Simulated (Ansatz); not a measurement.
The input, for Ansatz 0.2.0:

```yaml
crystal:
  periodic: [false, false, false]
  atoms:
    - {symbol: C, position_ang: [0.000000, 0.001437, 1.708594]}
    - {symbol: Ga, position_ang: [0.000000, -0.000051, -0.265616]}
    - {symbol: H, position_ang: [0.000000, 1.379029, -1.003372]}
    - {symbol: H, position_ang: [0.000000, -1.392627, -0.982695]}
basis:
  gaussian: {orbitals: cc-pVDZ}
magnetization: {spin_polarized: true, initial_magnetization: 1}
correlation: {method: ccsdt_q, electrons: outside_noble_gas}
```

```sh
$ ansatz run in.yaml --threads 1 --pin off --events-out ev --progress --plain --max-ram 4096MiB --backend cpu
```

Output:

```
997 factors; integrals over basis functions are off by at most 2.3e-7 eV
mean field evaluation 1: about -53389.1848 eV, gradient 8.2e0 eV
mean field evaluation 2: about -53389.1908 eV, gradient 8.2e0 eV
mean field evaluation 4: about -53390.1590 eV, gradient 8.0e-1 eV
mean field evaluation 8: about -53390.1746 eV, gradient 5.7e-2 eV
mean field evaluation 16: about -53390.1747 eV, gradient 5.3e-4 eV
mean field evaluation 32: about -53390.1665 eV, gradient 1.3e-1 eV
mean field evaluation 64: about -53388.6897 eV, gradient 7.4e0 eV
mean field evaluation 96: about -53389.9341 eV, gradient 4.4e0 eV
mean field evaluation 128: about -53390.0235 eV, gradient 1.4e0 eV
mean field evaluation 160: about -53390.0957 eV, gradient 6.2e0 eV
...
mean field -53390.61252651 eV, -1962.0688208924 hartree, gradient 6.2e-6 eV, S^2 1.492048; 29 other end points of the search recorded, 0 dependent functions left out
determinant -53390.61252651 eV, -1962.0688208924 hartree, with singles and doubles -53395.09805395 eV, -1962.2336609852 hartree
determinant -53390.61245634 eV, -1962.0688183134 hartree, with singles and doubles -53395.09804179 eV, -1962.2336605384 hartree
determinant -53390.42135874 eV, -1962.0617956062 hartree, with singles and doubles -53394.85316471 eV, -1962.2246614716 hartree
determinant -53390.12967934 eV, -1962.0510765862 hartree, with singles and doubles -53394.73473046 eV, -1962.2203090934 hartree
determinant -53390.12964825 eV, -1962.0510754437 hartree, with singles and doubles -53394.73702870 eV, -1962.2203935520 hartree
determinant -53390.05753243 eV, -1962.0484252360 hartree, with singles and doubles -53394.68109030 eV, -1962.2183378536 hartree
determinant -53390.04939494 eV, -1962.0481261889 hartree, with singles and doubles -53394.68823542 eV, -1962.2186004321 hartree
determinant -53389.75376022 eV, -1962.0372618131 hartree, with singles and doubles -53394.51367089 eV, -1962.2121853038 hartree
determinant -53389.14049669 eV, -1962.0147247940 hartree, with singles and doubles -53394.11001295 eV, -1962.1973511483 hartree
determinant -53388.03102886 eV, -1961.9739526033 hartree, with singles and doubles -53392.80309226 eV, -1962.1493226986 hartree
determinant -53387.45980478 eV, -1961.9529605059 hartree, with singles and doubles -53392.59440973 eV, -1962.1416537571 hartree
determinant -53390.61252651 eV, -1962.0688208924 hartree, with singles and doubles -53395.12443300 eV, -1962.2346303976 hartree
determinant -53390.61245634 eV, -1962.0688183134 hartree, with singles and doubles -53395.12442917 eV, -1962.2346302569 hartree
determinant -53390.42135874 eV, -1962.0617956062 hartree, with singles and doubles -53394.93837649 eV, -1962.2277929467 hartree
determinant -53390.12967934 eV, -1962.0510765862 hartree, with singles and doubles -53394.84435627 eV, -1962.2243377676 hartree
determinant -53390.12964825 eV, -1962.0510754437 hartree, with singles and doubles -53394.84322224 eV, -1962.2242960927 hartree
determinant -53390.05753243 eV, -1962.0484252360 hartree, with singles and doubles -53394.79032824 eV, -1962.2223522740 hartree
determinant -53390.04939494 eV, -1962.0481261889 hartree, with singles and doubles -53394.80309027 eV, -1962.2228212701 hartree
determinant -53390.17474542 eV, -1962.0527327341 hartree, with singles and doubles -53395.01468081 eV, -1962.2305970791 hartree
15 core orbitals not correlated: weight in the atoms' cores, before any rotation towards them, 0.997 or more for the frozen orbitals, at most 0.004 for the correlated occupied ones
reference -53390.61252651 eV, -1962.0688208924 hartree; 5, 4 occupied and 31, 32 virtual orbitals, 997 factors
second order -3.37845975 eV of doubles, -0.00000000 eV of singles
...
cycle  47  -4.55886643 eV  change    9.6e-8 eV  update   3.3e-7
cycle  48  -4.55886624 eV  change    1.9e-7 eV  update   3.1e-7
cycle   1  -4.55886618 eV  update   2.7e-7
cycle   2  -4.55886625 eV  change   -7.1e-8 eV  update   2.6e-7
cycle   3  -4.55886614 eV  change    1.1e-7 eV  update   2.7e-7
cycle   4  -4.55886582 eV  change    3.2e-7 eV  update   2.6e-7
cycle   5  -4.55886550 eV  change    3.2e-7 eV  update   2.4e-7
cycle   6  -4.55886510 eV  change    3.9e-7 eV  update   2.2e-7
cycle   7  -4.55886469 eV  change    4.1e-7 eV  update   1.8e-7
cycle   8  -4.55886433 eV  change    3.6e-7 eV  update   1.3e-7
perturbative correction -0.01172756 eV, -0.0004309799 hartree
Total energy: -53395.18311840 eV, -1962.2367870462 hartree
```

The determinant's ⟨S²⟩ is 1.49 against 0.75 for a pure state. The T1 diagnostic is 0.156.

Ran on 1 thread of AMD EPYC 7R13, shared host: 66 s wall, 0.39 GiB peak host memory.
